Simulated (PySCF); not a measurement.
**Towards the basis-set limit for NO**

An exercise on one series of results from a longer session: the logs are not shown, and one member is left open.

Method: CCSD(T) on ROHF, no relativity in the base curves; scalar relativity is added as a correction; program: PySCF 2.14.0.

2 further runs of the same task are left out: 2 set aside as unsound or not needed.

The first run:

```
molecule             : NO
state                : doublet, unpaired electrons π ↑
smaller basis        : N cc-pVTZ, O cc-pVTZ
larger basis         : N cc-pVQZ, O cc-pVQZ
frozen core orbitals : 2
extrapolation        : correlation as n⁻³ (n = 3, 4), Hartree–Fock as (n+1)·exp(−9√n)
corrections          : core–valence correlation, scalar relativity
distances (Å)        : 1.0080, 1.0538, 1.0996, 1.1455, 1.1913, 1.2485, 1.3058
masses (u)           : 14.0031, 15.9949
dissociation limit   : N + O
```

Started as:

```bash
$ OMP_NUM_THREADS=4 python comp.py task.json out
```

One table of the session follows, with a row left open; its other results are not shown here.

| level | Re (Å) | ωe (cm⁻¹) | ωexe (cm⁻¹) | αe (cm⁻¹) | De (eV) |
| --- | --- | --- | --- | --- | --- |
| CCSD(T)/cc-pVTZ(-PP) | 1.1565 | 1902.6 | 13.6 | 0.0170 | 6.222 |
| CCSD(T)/cc-pVQZ(-PP) | ? | ? | ? | ? | ? |
| HF/CBS | 1.1123 | 2247.8 | 12.0 | 0.0144 | 2.479 |
| MP2/CBS | 1.1542 | 1927.9 | 10.5 | 0.0147 | 7.108 |
| CCSD/CBS | 1.1412 | 2007.6 | 12.7 | 0.0160 | 6.165 |
| CCSD(T)/CBS | 1.1509 | 1921.1 | 13.4 | 0.0170 | 6.566 |
| CCSD(T)/CBS+CV | 1.1492 | 1928.0 | 13.4 | 0.0170 | 6.585 |
| CCSD(T)/CBS+CV+SR | 1.1492 | 1926.2 | 13.4 | 0.0170 | 6.577 |

Estimate the missing values for CCSD(T)/cc-pVQZ(-PP).

**Answer.** Re (Å): 1.1528; ωe (cm⁻¹): 1911.4; ωexe (cm⁻¹): 13.4; αe (cm⁻¹): 0.0170; De (eV): 6.434. In the column «Re (Å)» it lies between CCSD(T)/CBS (1.1509) and MP2/CBS (1.1542).
